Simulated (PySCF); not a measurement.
B₂H₂ (triplet). Level of theory: UPBE0 in PySCF with B def2-TZVP, H def2-TZVP; no relativity; density-fitted integrals.

Harmonic bands of its minimum:

| ω (cm⁻¹) | IR (km/mol, summed over degenerate members) | degeneracy |
| --- | --- | --- |
| 570 | 0.0 | 2 |
| 608 | 0.1 | 2 |
| 1266 | 0.0 | 1 |
| 2784 | 25.2 | 1 |
| 2823 | 0.0 | 1 |

Task: Infer the point group and assign the bands.

Result: D∞h. The modes span πg + πu + 2σg+ + σu+: 570 πg, 608 πu, 1266 σg+, 2784 σu+, 2823 σg+. The computed geometry has B–B 1.510 Å, B–H 1.177 Å (×2); B–B–H 180.0° (×2).

This need not be the most stable arrangement of these atoms.
